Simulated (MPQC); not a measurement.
**One shape, several levels: [PH4]+ (phosphonium)**

Wanted: a comparison of 6 runs (HF/STO-3G, HF/3-21G, HF/def2-SVP, B3LYP/6-31G**, PBE0/def2-SVP, PBE0/6-311G**) of [PH4]+ (phosphonium). 

Program for the calculation: MPQC 2.3.1.

1 further run of the same task is left out (set aside as unsound or not needed).

## (1) Starting point

[PH4]+ has 5 atoms, charge +1, and is taken as a singlet. SMILES: `[PH4+]`. Geometry: relaxed at GFN2-xTB.

Bond lengths: P1–H2 1.375 Å, P1–H3 1.375 Å, P1–H4 1.375 Å, P1–H5 1.375 Å. Angles: H2–P1–H3 109.5°, H2–P1–H4 109.5°, H2–P1–H5 109.5°, H3–P1–H4 109.5°, H3–P1–H5 109.5°, H4–P1–H5 109.5°.

## (2) Energy and gradient at HF/STO-3G (run 1)

Contents of job.in:

```
% emacs should use -*- KeyVal -*- mode
molecule<Molecule>: (
   symmetry = c1
   unit = bohr
   { atoms geometry } = {
      P  [ -0.00003779   0.00000000   0.00009449 ]
      H  [ 2.56522763  -0.11589690   0.39769286 ]
      H  [ -1.16656573  -1.92005623   1.30581965 ]
      H  [ -0.49484368  -0.25275087  -2.53854469 ]
      H  [ -0.90376152   2.28872290   0.83493769 ]
   }
)
basis<GaussianBasisSet>: (
   name = "STO-3G"
   molecule = $:molecule
   basisdir = "."
   puream = yes
)
mpqc: (
   checkpoint = no
   savestate = no
   restart = no
   do_energy = yes
   do_gradient = yes
   optimize = no
   mole<CLHF>: (
      molecule = $:molecule
      basis = $:basis
      total_charge = 1
      memory = 1000000000
      print_evals = yes
      print_npa = yes
      maxiter = 120
      value_accuracy = 1e-08
      guess_wavefunction<CLHF>: (
         molecule = $:molecule
         total_charge = 1
         memory = 1000000000
         value_accuracy = 1e-3
         basis<GaussianBasisSet>: (
            name = "STO-2G"
            molecule = $:molecule
         )
      )
   )
)
```

The basis set STO-3G is read from a file made from the Basis Set Exchange's data (not shown).

Launch:

```sh
$ mpqc job.in > job.out
```

Standard output:

```text
MPQC: Massively Parallel Quantum Chemistry
[...]
  LUMO is    10   A =   0.177819
  total scf energy = -339.0248880966
[...]
Value of the MolecularEnergy: -339.0248880966
  Gradient of the MolecularEnergy:
      1    0.0000080520
      2    0.0000260322
      3    0.0000962228
      4   -0.0049172368
      5    0.0002126552
      6   -0.0007805887
      7    0.0022320363
      8    0.0036791112
      9   -0.0024840613
     10    0.0009515163
     11    0.0004864448
     12    0.0047747721
[...]
      symmetry = c1
[...]
```

Wall time 0.32 s (1 thread of AMD EPYC 7R43 (Zen 3), shared host).

## (3) Energy and gradient at HF/3-21G (run 2)

Contents of mol.in:

```
% emacs should use -*- KeyVal -*- mode
molecule<Molecule>: (
   symmetry = c1
   unit = angstrom
   { atoms geometry } = {
      P  [ -0.000020       0.000000       0.000050 ]
      H  [ 1.357460      -0.061330       0.210450 ]
      H  [ -0.617320      -1.016050       0.691010 ]
      H  [ -0.261860      -0.133750      -1.343340 ]
      H  [ -0.478250       1.211140       0.441830 ]
   }
)
basis<GaussianBasisSet>: (
   name = "3-21G"
   molecule = $:molecule
   basisdir = "."
   puream = yes
)
mpqc: (
   checkpoint = no
   savestate = no
   restart = no
   do_energy = yes
   do_gradient = yes
   optimize = no
   mole<CLHF>: (
      molecule = $:molecule
      basis = $:basis
      total_charge = 1
      memory = 1000000000
      print_evals = yes
      print_npa = yes
      maxiter = 120
      value_accuracy = 1e-08
      guess_wavefunction<CLHF>: (
         molecule = $:molecule
         total_charge = 1
         memory = 1000000000
         value_accuracy = 1e-3
         basis<GaussianBasisSet>: (
            name = "STO-3G"
            molecule = $:molecule
         )
      )
   )
)
```

The basis set 3-21G is read from a file made from the Basis Set Exchange's data (not shown).

Launch:

```sh
$ mpqc mol.in > mol.out
```

Standard output:

```text
MPQC: Massively Parallel Quantum Chemistry
[...]
  LUMO is    10   A =  -0.062091
  total scf energy = -340.9976531388
[...]
Value of the MolecularEnergy: -340.9976531388
  Gradient of the MolecularEnergy:
      1    0.0000061004
      2    0.0000187216
      3    0.0000683610
      4   -0.0081919712
      5    0.0003619987
      6   -0.0012848991
      7    0.0037215747
      8    0.0061304032
      9   -0.0041514205
     10    0.0015850575
     11    0.0008103173
     12    0.0080372472
[...]
      symmetry = c1
[...]
```

Wall time 0.4 s (1 thread of AMD EPYC 7R43 (Zen 3), shared host).

Run 3 isn't shown in full; the table further down has it.

## (4) Energy and gradient at B3LYP/6-31G(d,p) (spherical functions) (run 4)

Contents of run.in:

```
% emacs should use -*- KeyVal -*- mode
molecule<Molecule>: (
   symmetry = c1
   unit = bohr
   { atoms geometry } = {
      P  [ -0.00003779   0.00000000   0.00009449 ]
      H  [ 2.56522763  -0.11589690   0.39769286 ]
      H  [ -1.16656573  -1.92005623   1.30581965 ]
      H  [ -0.49484368  -0.25275087  -2.53854469 ]
      H  [ -0.90376152   2.28872290   0.83493769 ]
   }
)
basis<GaussianBasisSet>: (
   name = "6-31G**"
   molecule = $:molecule
   basisdir = "."
   puream = yes
)
mpqc: (
   checkpoint = no
   savestate = no
   restart = no
   do_energy = yes
   do_gradient = yes
   optimize = no
   mole<CLKS>: (
      molecule = $:molecule
      basis = $:basis
      total_charge = 1
      memory = 1000000000
      print_evals = yes
      print_npa = yes
      maxiter = 120
      value_accuracy = 1e-08
      functional<StdDenFunctional>: ( name = "B3LYP" )
      integrator<RadialAngularIntegrator>: ( grid = xfine )
      guess_wavefunction<CLHF>: (
         molecule = $:molecule
         total_charge = 1
         memory = 1000000000
         value_accuracy = 1e-3
         basis<GaussianBasisSet>: (
            name = "STO-3G"
            molecule = $:molecule
         )
      )
   )
)
```

The basis set 6-31G** is read from a file made from the Basis Set Exchange's data (not shown).

Launch:

```sh
$ mpqc run.in > run.out
```

Standard output:

```text
MPQC: Massively Parallel Quantum Chemistry
[...]
  Integrated electron density error = 0.000083880770
  iter     1 energy = -343.3692713442 delta = 1.89717e-01
  Integrated electron density error = -0.000002097637
  iter     2 energy = -343.4489591358 delta = 1.67942e-02
[...]
  Integrated electron density error = -0.000000000937
  iter     7 energy = -343.4501140933 delta = 7.74066e-07
  Integrated electron density error = -0.000000000935
  iter     8 energy = -343.4501140933 delta = 5.69125e-08
  Integrated electron density error = -0.000000000936
  iter     9 energy = -343.4501140933 delta = 1.43730e-08
[...]
  LUMO is    10   A =  -0.218762
  total scf energy = -343.4501140933
[...]
  Integrated electron density error = -0.000000003590
  Total Gradient:
[...]
Value of the MolecularEnergy: -343.4501140933
  Gradient of the MolecularEnergy:
      1    0.0000072418
      2    0.0000198803
      3    0.0000706619
      4   -0.0124800059
      5    0.0005567572
      6   -0.0019481106
      7    0.0056716295
      8    0.0093392031
      9   -0.0063364936
     10    0.0024096664
     11    0.0012313213
     12    0.0122794922
[...]
        symmetry = c1
[...]
```

Wall time 14 s (1 thread of AMD EPYC 7R43 (Zen 3), shared host).

Run 5 isn't shown in full; the table further down has it.

## (5) Energy and forces at PBE0/6-311G(d,p) (run 6)

Contents of input.in:

```
% emacs should use -*- KeyVal -*- mode
molecule<Molecule>: (
   symmetry = c1
   unit = angstrom
   { atoms geometry } = {
      P  [ -0.000020       0.000000       0.000050 ]
      H  [ 1.357460      -0.061330       0.210450 ]
      H  [ -0.617320      -1.016050       0.691010 ]
      H  [ -0.261860      -0.133750      -1.343340 ]
      H  [ -0.478250       1.211140       0.441830 ]
   }
)
basis<GaussianBasisSet>: (
   name = "6-311G**"
   molecule = $:molecule
   basisdir = "."
   puream = yes
)
mpqc: (
   checkpoint = no
   savestate = no
   restart = no
   do_energy = yes
   do_gradient = yes
   optimize = no
   mole<CLKS>: (
      molecule = $:molecule
      basis = $:basis
      total_charge = 1
      memory = 1000000000
      print_evals = yes
      print_npa = yes
      maxiter = 120
      value_accuracy = 1e-08
      functional<SumDenFunctional>: (
         a0 = 0.25
         coefs = [ 0.75 1 ]
         funcs: [ <PBEXFunctional>: () <PBECFunctional>: () ]
      )
      integrator<RadialAngularIntegrator>: ( grid = xfine )
      guess_wavefunction<CLHF>: (
         molecule = $:molecule
         total_charge = 1
         memory = 1000000000
         value_accuracy = 1e-3
         basis<GaussianBasisSet>: (
            name = "MINI (Huzinaga)"
            molecule = $:molecule
         )
      )
   )
)
```

The basis set 6-311G** is read from a file made from the Basis Set Exchange's data (not shown).

Launch:

```sh
$ mpqc -o input.out input.in
```

Standard output:

```text
MPQC: Massively Parallel Quantum Chemistry
[...]
  Integrated electron density error = -0.000039910031
  iter     1 energy = -342.7940140563 delta = 9.15815e-02
  Integrated electron density error = 0.000017949777
  iter     2 energy = -343.2928318470 delta = 2.30371e-02
[...]
  Integrated electron density error = 0.000000002071
  iter     8 energy = -343.3173648022 delta = 3.82678e-07
  Integrated electron density error = 0.000000002079
  iter     9 energy = -343.3173648022 delta = 4.68577e-08
  Integrated electron density error = 0.000000002079
  iter    10 energy = -343.3173648022 delta = 1.08424e-08
[...]
  LUMO is    10   A =  -0.208420
  total scf energy = -343.3173648022
[...]
  Integrated electron density error = 0.000000000219
  Total Gradient:
[...]
Value of the MolecularEnergy: -343.3173648022
  Gradient of the MolecularEnergy:
      1    0.0000073798
      2    0.0000199601
      3    0.0000704892
      4   -0.0137086989
      5    0.0006122862
      6   -0.0021384538
      7    0.0062303793
      8    0.0102589157
      9   -0.0069621921
     10    0.0026465145
     11    0.0013522747
     12    0.0134955875
[...]
        symmetry = c1
[...]
```

It took 22 s on 1 thread of AMD EPYC 7R43 (Zen 3), shared host; peak memory 0.13 GiB.

## (6) All runs side by side

```csv
run,level,starting guess,integration grid,energy (Eh),HOMO energy (eV),LUMO energy (eV),HOMO–LUMO gap (eV),wall time
1,HF/STO-3G,STO-2G,–,-339.024888,-22.52,4.84,27.36,0.32 s
2,HF/3-21G,STO-3G,–,-340.997653,-22.93,-1.69,21.24,0.4 s
3,HF/def2-SVP,3-21G,–,-342.679369,-22.98,-1.57,21.41,1 s
4,B3LYP/6-31G** (spherical functions),STO-3G,xfine,-343.450114,-19.14,-5.95,13.18,14 s
5,PBE0/def2-SVP,huckel STO-3G,xfine,-343.200707,-19.38,-5.46,13.92,16 s
6,PBE0/6-311G**,MINI (Huzinaga),xfine,-343.317365,-19.35,-5.67,13.68,22 s
```

## (7) Results

```
                       quantity          value
            run 6: total energy  -343.31736 Eh
             run 6: HOMO energy      -19.35 eV
             run 6: LUMO energy       -5.67 eV
           run 6: HOMO–LUMO gap       13.68 eV
run 6: largest force on an atom     0.715 eV/Å
```

What this shows: The HOMO–LUMO gap runs from 13.18 eV (B3LYP/6-31G**) to 27.36 eV (HF/STO-3G). The two ends differ in method and basis. Totals of different functionals can't be ranked against each other. In run 1 the basis is minimal, so the values are rough. All runs together took 54 s, the longest 22 s.
